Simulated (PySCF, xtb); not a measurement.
O₃, SMILES O=[O+][O-].

Harmonic wavenumbers (cm⁻¹) from GFN2-xTB (xtb 6.7.1) at its own minimum, in rising order: 703, 1301, 1328.

Problem. What does PBE0-D3(BJ)/def2-TZVP (PySCF) give at its own minimum? (The exact figures need the calculation; the answer reports its results.)

Solution. 780, 1304, 1326. Paired by order, the mean absolute difference is 27 cm⁻¹ and the zero-point energies are 4.8 and 4.9 kcal/mol.
